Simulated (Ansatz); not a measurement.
# CH2B radical (SMILES [B]=C): a rigid scan of the angle B1–C2–H3

Aim: the energy along the angle B1–C2–H3, from CCSD(T) and from cheaper methods, relative to the minimum. No other atom is relaxed.

The runs use Ansatz 0.2.0, Gaussian basis; single points in def2-TZVPP.

Levels: PBE-D4, r2SCAN-D4, PBE0-D4, B3LYP-D4, wB97M-V, Hartree-Fock, MP2, CCSD, CCSD(T). The scan takes 103.6, 108.1, 112.6, 117.1, 121.6, 126.1, 130.6, 135.1, 139.6°.

Cores are frozen in the correlated methods. Orbitals are unrestricted. B3LYP uses VWN-RPA correlation.

28 further runs of the same task are left out: 28 set aside as unsound or not needed.

**1. The starting structure**

The minimum, relaxed at PBE0-D4: SMILES `[B]=C`, 4 atoms, charge 0, spin multiplicity 2.

Atoms are counted from 1 here; the program's logs count them from 0.

Bond lengths: B1–C2 1.382 Å, C2–H3 1.086 Å, C2–H4 1.086 Å. Angles: B1–C2–H3 121.6°, B1–C2–H4 121.6°, H3–C2–H4 116.9°.

Geometry (Å):

```xyz
4
CH2B
B     0.15404   -0.97164    0.88081
C    -0.00715    0.04507   -0.04086
H     0.57711    0.95867    0.01275
H    -0.72399   -0.03210   -0.85271
```

Energies of the minimum (eV), from earlier single points: PBE-D4 -1739.46165, r2SCAN-D4 -1741.02485, PBE0-D4 -1739.72928, B3LYP-D4 -1742.39306, wB97M-V -1741.08593, CCSD(T) -1737.74610.

At the minimum the angle B1–C2–H3 is 121.6°.

**2. B1–C2–H3 = 103.6°**

File ccsdt-tzvpp/in.yaml:

```yaml
crystal:
  periodic: [false, false, false]
  atoms:
    - {symbol: B, position_ang: [0.445825, -0.693895, 1.035196]}
    - {symbol: C, position_ang: [-0.007153, 0.045066, -0.040861]}
    - {symbol: H, position_ang: [0.577108, 0.958673, 0.012753]}
    - {symbol: H, position_ang: [-0.723992, -0.032101, -0.852706]}
basis:
  gaussian: {orbitals: def2-TZVPP}
magnetization: {spin_polarized: true, initial_magnetization: 1}
correlation: {method: ccsd_t}
scf: {omitted_lower_state_checks: [cluster_reference]}
```

No record of the launch command was kept for these runs.

After this run come: B1–C2–H3 = 108.1°; B1–C2–H3 = 112.6°; B1–C2–H3 = 117.1°; B1–C2–H3 = 121.6°; B1–C2–H3 = 126.1°; B1–C2–H3 = 130.6°; B1–C2–H3 = 135.1°; B1–C2–H3 = 139.6°.

Before running it: what results should come out? Wanted: highest point, CCSD(T); lowest point, CCSD(T); minimum along the scan, CCSD(T); RMS deviation from CCSD(T); largest T1 diagnostic.

**Answer**, as computed:

```
                       quantity                                                                                        value
         highest point, CCSD(T)                                                                            69 meV at 139.6 °
          lowest point, CCSD(T)                                                                             0 meV at 121.6 °
minimum along the scan, CCSD(T)                                                                                      121.6 °
                curvature there                                                                                0.44 meV/deg²
     RMS deviation from CCSD(T)  PBE-D4 2, r2SCAN-D4 0, PBE0-D4 1, B3LYP-D4 6, wB97M-V 2, Hartree-Fock 22, MP2 4, CCSD 4 meV
          largest T1 diagnostic                                                                                        0.046
```

**Reading.** A polynomial through the near points puts the CCSD(T) minimum at the PBE0-D4 value. Curvature against CCSD(T): PBE-D4 -6 %, Hartree-Fock +57 %. Best along the scan: r2SCAN-D4. Worst: Hartree-Fock. The T1 diagnostic is large here, over the usual mark for main-group molecules (transition-metal compounds often pass it harmlessly), so CCSD(T) itself may be off. The unrestricted reference is spin-contaminated, which hurts MP2 most.
